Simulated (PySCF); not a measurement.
cyclobutane (C₄H₈), SMILES C1CCC1. Atoms are numbered in the order given.

```xyz
12

C      0.7599     0.7599     0.1286
C      0.7599    -0.7599    -0.1286
C     -0.7599    -0.7599     0.1286
C     -0.7599     0.7599    -0.1286
H      0.9900     0.9900     1.1808
H      1.3945     1.3945    -0.5089
H      0.9900    -0.9900    -1.1808
H      1.3945    -1.3945     0.5089
H     -1.3945    -1.3945    -0.5089
H     -0.9900    -0.9900     1.1808
H     -0.9900     0.9900    -1.1808
H     -1.3945     1.3945     0.5089
```

Geometry: PBE0-D3(BJ)/def2-SVP.

Method: PBE0/pcSseg-1 run with PySCF.

GIAO shieldings, no solvent; atoms listed in one row are averaged. δ = σ(ref) − σ: ¹³C against TMS (σ = 186.3 ppm); ¹H against TMS (σ = 31.56 ppm), references at their B3LYP-D3(BJ)/def2-TZVP geometries, non-relativistic.

Computed chemical shifts:
| nucleus | atoms | count | δ (ppm) |
|---|---|---|---|
| ¹³C | C1, C2, C3, C4 | 4 | 26.5 |
| ¹H | H5, H7, H11, H10 | 4 | 2.32 |
| ¹H | H9, H8, H12, H6 | 4 | 2.04 |
